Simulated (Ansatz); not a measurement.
Relaxation of CH6AlN (9 atoms, charge 0, multiplicity 1), to a largest force component of 0.03 eV/Å in at most 50 steps.

Method: UKS PBE-D4/def2-SVP (Ansatz 0.2.0).

```xyz
9
Properties=species:S:1:pos:R:3:forces:R:3
Al -1.242 0.787 -0.967 0.39 -0.15 0.51
N 0.560 0.115 1.588 -0.40 0.32 -0.34
C -0.004 -0.452 -1.499 -0.06 0.00 -0.22
H 0.599 -0.544 0.799 0.07 -0.19 -0.01
H -2.619 1.294 -0.351 -0.01 0.00 0.01
H 1.513 0.443 1.776 0.02 0.01 0.01
H 0.244 -0.410 2.411 0.00 0.00 0.01
H -0.120 -0.922 -2.497 -0.01 0.01 0.00
H 1.068 -0.311 -1.259 0.00 0.01 0.03
```

Question: Where does it end, and by what steps?

Answer: It converged. The force dipped under the threshold on the way, but the program's further checks kept it going. After 13 steps the energy has fallen by 1.119 eV; H6 moved furthest, 0.97 Å. Joined: Al1–N2.

| step | energy less start (eV) | largest force component (eV/Å) | accepted |
| --- | --- | --- | --- |
| 0 | 0.0000 | 0.515 | yes |
| 1 | -0.2219 | 0.575 | yes |
| 2 | -0.5053 | 0.616 | yes |
| 3 | -0.8333 | 0.559 | yes |
| 4 | -0.9640 | 0.768 | yes |
| 5 | -1.0271 | 0.715 | yes |
| 6 | -1.0694 | 0.531 | yes |
| 7 | -1.0783 | 0.359 | yes |
| 8 | -1.0821 | 0.812 | yes |
| 9 | -1.1162 | 0.087 | yes |
| 10 | -1.1182 | 0.035 | yes |
| 11 | -1.1191 | 0.025 | yes |
| 12 | -1.1193 | 0.039 | yes |
| 13 | -1.1194 | 0.027 | yes |

```xyz
9
Properties=species:S:1:pos:R:3
Al -0.785 0.412 -0.381
N 0.316 0.123 1.351
C 0.088 -0.468 -1.712
H 1.111 -0.483 1.096
H -2.011 1.314 0.104
H 0.708 0.987 1.754
H -0.199 -0.350 2.109
H -0.255 -0.501 -2.761
H 1.026 -1.035 -1.560
```

The run took 43 s on 2 threads of Arm Neoverse N1 (shared host), peak memory 0.16 GiB.
